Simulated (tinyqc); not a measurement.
Worked calculation: extended Hueckel theory, for BH3. Computed by tinyqc, a small Python program that keeps every step (integrals from PySCF). Settings: charge = 0, K = 2.0, multiplicity = 1. Command: `OMP_NUM_THREADS=1 python tinyqc.py 24006 24007 out.jsonl` (the two numbers bound the seeds that draw the settings). One thread of a shared host (Intel(R) Xeon(R) Processor @ 2.60GHz), about 0.01 s of CPU time with the checks.

## Overlaps

Geometry (angstrom):
```
atom        x        y       z
B      0.0000   0.0000  0.0290
H      1.1630   0.0000  0.0000
H     -0.5820   1.0080  0.0000
H     -0.5820  -1.0080  0.0000
```

Parameters chosen for this run:
```
element  shell  Slater exponent  H_ii (eV)
H           1s           1.3000   -13.6000
B           2s           1.3000   -15.2000
B           2p           1.3000    -8.5000
```

Slater orbitals, each expanded in six Gaussians scaled to its exponent.

overlap S, order 1B 2s, 1B 2px, 1B 2py, 1B 2pz, 2H 1s, 3H 1s, 4H 1s:
```
[[1.0000, 0.0000, 0.0000, 0.0000, 0.5010, 0.5006, 0.5006],
 [0.0000, 1.0000, 0.0000, 0.0000, 0.5395, -0.2696, -0.2696],
 [0.0000, 0.0000, 1.0000, 0.0000, 0.0000, 0.4670, -0.4670],
 [0.0000, 0.0000, 0.0000, 1.0000, -0.0135, -0.0134, -0.0134],
 [0.5010, 0.5395, 0.0000, -0.0135, 1.0000, 0.0999, 0.0999],
 [0.5006, -0.2696, 0.4670, -0.0134, 0.0999, 1.0000, 0.0998],
 [0.5006, -0.2696, -0.4670, -0.0134, 0.0999, 0.0998, 1.0000]]
```

## Wolfsberg-Helmholz matrix

diagonal H_ii (eV): [-15.2000, -8.5000, -8.5000, -8.5000, -13.6000, -13.6000, -13.6000]

K = 2.0000

H_ij = K' S_ij (H_ii + H_jj)/2 for i != j (the diagonal keeps H_ii), with K' = 2.

H (eV), order 1B 2s, 1B 2px, 1B 2py, 1B 2pz, 2H 1s, 3H 1s, 4H 1s:
```
[[-15.2000, 0.0000, 0.0000, 0.0000, -14.4300, -14.4172, -14.4172],
 [0.0000, -8.5000, 0.0000, 0.0000, -11.9222, 5.9584, 5.9584],
 [0.0000, 0.0000, -8.5000, 0.0000, 0.0000, -10.3198, 10.3198],
 [0.0000, 0.0000, 0.0000, -8.5000, 0.2973, 0.2969, 0.2969],
 [-14.4300, -11.9222, 0.0000, 0.2973, -13.6000, -2.7184, -2.7184],
 [-14.4172, 5.9584, -10.3198, 0.2969, -2.7184, -13.6000, -2.7147],
 [-14.4172, 5.9584, 10.3198, 0.2969, -2.7184, -2.7147, -13.6000]]
```

## Orbitals

valence electrons = 6

Solve H C = S C e through S^(-1/2); fill by pairs from the bottom, a degenerate level sharing its electrons equally; each orbital has its largest coefficient positive (the first on a tie).

orbital energies (eV): [-21.4007, -15.3354, -15.3353, -8.5027, 16.9269, 16.9715, 35.0174]

occupations: [2.0000, 2.0000, 2.0000, 0.0000, 0.0000, 0.0000, 0.0000]

coefficients, order 1B 2s, 1B 2px, 1B 2py, 1B 2pz, 2H 1s, 3H 1s, 4H 1s:
```
[[0.5132, 0.0000, -0.0001, 0.0222, 0.0000, -0.0032, 1.5553],
 [0.0000, 0.0000, 0.4417, 0.0000, 0.0000, 1.3215, 0.0039],
 [0.0000, 0.4416, 0.0000, 0.0000, 1.3209, 0.0000, 0.0000],
 [-0.0006, 0.0000, 0.0000, 0.9997, 0.0000, 0.0001, -0.0431],
 [0.2865, 0.0000, 0.5514, -0.0049, 0.0000, -1.0630, -0.8181],
 [0.2862, 0.4778, -0.2760, -0.0049, -0.9215, 0.5342, -0.8130],
 [0.2862, -0.4778, -0.2760, -0.0049, 0.9215, 0.5342, -0.8130]]
```

sum of one-electron energies = -104.1428 eV

Within a degenerate level the vectors are fixed only up to a rotation; this is one choice.

## Mulliken analysis

P = C n C^T; charge = valence electrons (H 1, B 3) minus the sum of (P S)_ii on the atom; overlap population = 2 sum P_ij S_ij between two atoms.

charges: [0.4633, -0.1543, -0.1545, -0.1545]

Overlap populations:
```
pair      value
2-1    0.820138
3-1    0.819707
3-2   -0.028051
4-1    0.819707
4-2   -0.028051
4-3   -0.028017
```
